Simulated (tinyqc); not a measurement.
CIS on RHF in the sto-3g basis, for H2O, spin multiplicity 1, step by step. One step of it, computed by the program tinyqc.

Problem. CIS matrix, triplets. A(ia,jb) = (e_a - e_i) d_ij d_ab - (ij|ab).

orbital energies (hartree): MO1 -20.237247, MO2 -1.241955, MO3 -0.606000, MO4 -0.433156, MO5 -0.383860, MO6 0.554055, MO7 0.714830

Two-electron integrals over orbitals (pq|rs), unique and non-zero (hartree):
```
(11|11) 4.745054    (21|11) -0.420298   (21|21) 0.059019    (22|11) 1.007675
(22|21) -0.013796   (22|22) 0.723158    (31|31) 0.010588    (32|31) 0.017225
(32|32) 0.141513    (33|11) 0.783605    (33|21) -0.004447   (33|22) 0.633376
(33|33) 0.619430    (41|11) 0.172856    (41|21) -0.021635   (41|22) 0.014513
(41|33) 0.005959    (41|41) 0.026839    (42|11) -0.130160   (42|21) 0.008625
(42|22) -0.004364   (42|33) 0.006303    (42|41) 0.019811    (42|42) 0.127241
(43|31) -0.002848   (43|32) 0.023597    (43|43) 0.048007    (44|11) 0.993182
(44|21) -0.012915   (44|22) 0.677314    (44|33) 0.589439    (44|41) -0.011055
(44|42) -0.104028   (44|44) 0.770892    (51|51) 0.026025    (52|51) 0.032701
(52|52) 0.146219    (53|53) 0.027826    (54|51) -0.012607   (54|52) -0.044700
(54|54) 0.053494    (55|11) 1.115341    (55|21) -0.011832   (55|22) 0.748751
(55|33) 0.618703    (55|41) 0.004812    (55|42) -0.069910   (55|44) 0.724281
(55|55) 0.880159    (61|11) -0.232231   (61|21) 0.034787    (61|22) -0.002012
(61|33) -2.97e-06   (61|41) 0.000256    (61|42) 0.020045    (61|44) -0.017898
(61|55) -0.006145   (61|61) 0.029484    (62|11) 0.298664    (62|21) -0.006823
(62|22) 0.138773    (62|33) 0.069965    (62|41) 0.018307    (62|42) 0.024061
(62|44) 0.085968    (62|55) 0.155018    (62|61) 0.006582    (62|62) 0.098933
(63|31) 0.002716    (63|32) -0.044158   (63|43) -0.031963   (63|63) 0.076575
(64|11) 0.226210    (64|21) -0.002334   (64|22) 0.102404    (64|33) 0.042940
(64|41) 0.003063    (64|42) -0.028971   (64|44) 0.122019    (64|55) 0.121404
(64|61) 0.000170    (64|62) 0.062998    (64|64) 0.071732    (65|51) 0.015408
(65|52) 0.058347    (65|54) -0.000021   (65|65) 0.037532    (66|11) 0.783113
(66|21) -0.007040   (66|22) 0.601116    (66|33) 0.562126    (66|41) 0.020245
(66|42) 0.057636    (66|44) 0.543387    (66|55) 0.579906    (66|61) 0.007920
(66|62) 0.091225    (66|64) 0.045344    (66|66) 0.587343    (71|31) 0.015069
(71|32) 0.023016    (71|43) -0.004192   (71|63) 0.003359    (71|71) 0.021497
(72|31) 0.014186    (72|32) 0.045480    (72|43) -0.031392   (72|63) 0.033577
(72|71) 0.019135    (72|72) 0.064082    (73|11) 0.366617    (73|21) -0.007298
(73|22) 0.148498    (73|33) 0.090367    (73|41) -0.000564   (73|42) -0.073081
(73|44) 0.160336    (73|55) 0.194549    (73|61) -0.006433   (73|62) 0.076027
(73|64) 0.080787    (73|66) 0.038974    (73|73) 0.152409    (74|31) -0.008903
(74|32) -0.074054   (74|43) -0.000746   (74|63) 0.047852    (74|71) -0.012519
(74|72) -0.017521   (74|74) 0.067058    (75|53) 0.023881    (75|75) 0.025051
(76|31) 0.008993    (76|32) 0.098245    (76|43) 0.051509    (76|63) -0.069902
(76|71) 0.012277    (76|72) -0.006325   (76|74) -0.057717   (76|76) 0.117758
(77|11) 0.870617    (77|21) -0.009585   (77|22) 0.621489    (77|33) 0.602652
(77|41) 0.003836    (77|42) -0.017534   (77|44) 0.605110    (77|55) 0.624711
(77|61) -0.005157   (77|62) 0.068019    (77|64) 0.044918    (77|66) 0.559325
(77|73) 0.099600    (77|77) 0.616326
```

Give: CIS matrix A, triplet.

Solution.

CIS matrix A, triplet (hartree):
```
         1>6      1>7      2>6      2>7      3>6      3>7      4>6      4>7
1>6  20.0082   0.0000   0.0070   0.0000   0.0000  -0.0090  -0.0202   0.0000
1>7   0.0000  20.0815   0.0000   0.0096  -0.0090   0.0000   0.0000  -0.0038
2>6   0.0070   0.0000   1.1949   0.0000   0.0000  -0.0982  -0.0576   0.0000
2>7   0.0000   0.0096   0.0000   1.3353  -0.0982   0.0000   0.0000   0.0175
3>6   0.0000  -0.0090   0.0000  -0.0982   0.5979   0.0000   0.0000  -0.0515
3>7  -0.0090   0.0000  -0.0982   0.0000   0.0000   0.7182  -0.0515   0.0000
4>6  -0.0202   0.0000  -0.0576   0.0000   0.0000  -0.0515   0.4438   0.0000
4>7   0.0000  -0.0038   0.0000   0.0175  -0.0515   0.0000   0.0000   0.5429
5>6   0.0000   0.0000   0.0000   0.0000   0.0000   0.0000   0.0000   0.0000
5>7   0.0000   0.0000   0.0000   0.0000   0.0000   0.0000   0.0000   0.0000

        5>6     5>7
1>6  0.0000  0.0000
1>7  0.0000  0.0000
2>6  0.0000  0.0000
2>7  0.0000  0.0000
3>6  0.0000  0.0000
3>7  0.0000  0.0000
4>6  0.0000  0.0000
4>7  0.0000  0.0000
5>6  0.3580  0.0000
5>7  0.0000  0.4740
```
